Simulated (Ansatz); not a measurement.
Mulliken charges of AlH$_{6}$NSi, SMILES `[AlH2][NH][SiH3]` from PBE/def2-TZVPP in Ansatz (PBE0-D4/def2-TZVP geometry).

```tsv
atom	x (Å)	y (Å)	z (Å)	charge (e)
Al1	-0.744	0.880	-1.352	0.342
N2	0.326	0.551	0.035	-0.291
Si3	0.460	-0.876	0.999	0.248
H4	-1.736	-0.261	-1.812	-0.118
H5	-0.632	2.302	-2.038	-0.121
H6	0.949	1.301	0.305	0.127
H7	1.827	-1.466	0.942	-0.067
H8	-0.515	-1.863	0.469	-0.052
H9	0.155	-0.615	2.434	-0.067
```

Problem. By hand: the dipole of these point charges (1 e Å = 4.8032 D).

Solution. Σ q r = (0.061, 0.077, 0.024) e Å, of length 0.101 e Å = 0.49 D.

Problem. How does the dipole of the full density compare? (Estimate.)

Solution. Computed: (0.110, 0.156, 0.034) e Å, 0.93 D; the point charges give 0.53 times that, at 5° from its direction.

Point charges leave out the atoms' own dipoles, such as those of lone pairs, and Mulliken's split depends on the basis, so the two needn't agree.
